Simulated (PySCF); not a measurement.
C₂H₃, SMILES [CH]=C, multiplicity 2.

The structure is a stationary point at PBE0-D3(BJ)/def2-TZVP. The isomer is the one that the SMILES or the coordinates give; other isomers of the formula were not compared.

Method: r2SCAN/def2-TZVPD (PySCF).

Isolated molecule, no solvent.

The total energy is -77.88246 hartree and the point group is Cs. The α spin, highest occupied and lowest empty level comes out as -5.93 and -0.74 eV. The β spin, highest occupied and lowest empty level comes out as -7.10 and -2.30 eV. The dipole moment is 0.67 D and the quadrupole, principal values (traceless, Buckingham form, about the centre of nuclear charge) is -2.95, -0.46, 3.41 D·Å. The mean static polarisability is 26.5 bohr³ (3.93 Å³), the polarisability, principal values is 21.3, 23.6, 34.7 bohr³ and the ⟨S²⟩ is 0.766 (pure state 0.75).
